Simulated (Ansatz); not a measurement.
`CO/C(S)=C/N` from Hartree–Fock to CCSD(T)

```tsv
atom	x (Å)	y (Å)	z (Å)
C1	0.574	2.030	0.632
O2	0.283	0.734	1.117
C3	-0.220	-0.127	0.181
S4	-1.788	0.222	-0.550
C5	0.462	-1.238	-0.126
N6	-0.001	-2.307	-0.855
H7	0.926	2.613	1.482
H8	1.354	1.991	-0.137
H9	-0.320	2.503	0.212
H10	-2.568	-0.133	0.491
H11	1.449	-1.355	0.309
H12	-0.847	-2.123	-1.374
H13	0.695	-2.809	-1.381
```

Total charge 0; spin multiplicity 1. All single points use the PBE0-D4/def2-TZVP geometry. It is one conformer, not always the lowest. Frozen core, restricted reference, Ansatz 0.2.0. CBS rows extrapolate triple and quadruple zeta; past MP2 they add the triple-zeta difference.

```json
{"basis": "def2-TZVPP", "HF (Eh)": "-644.58899", "MP2 corr.": "-1.12233"}
{"basis": "def2-QZVPP", "HF (Eh)": "-644.61174", "MP2 corr.": "-1.20433"}
```

**Question.** Estimate the CCSD correlation energy and the (T) correction in each basis where they were run (hartree).

**Answer.** 
| basis | CCSD corr. | (T) |
| --- | --- | --- |
| def2-TZVPP | -1.16611 | -0.05194 |
| CBS(def2) | -1.30885 | as TZ |
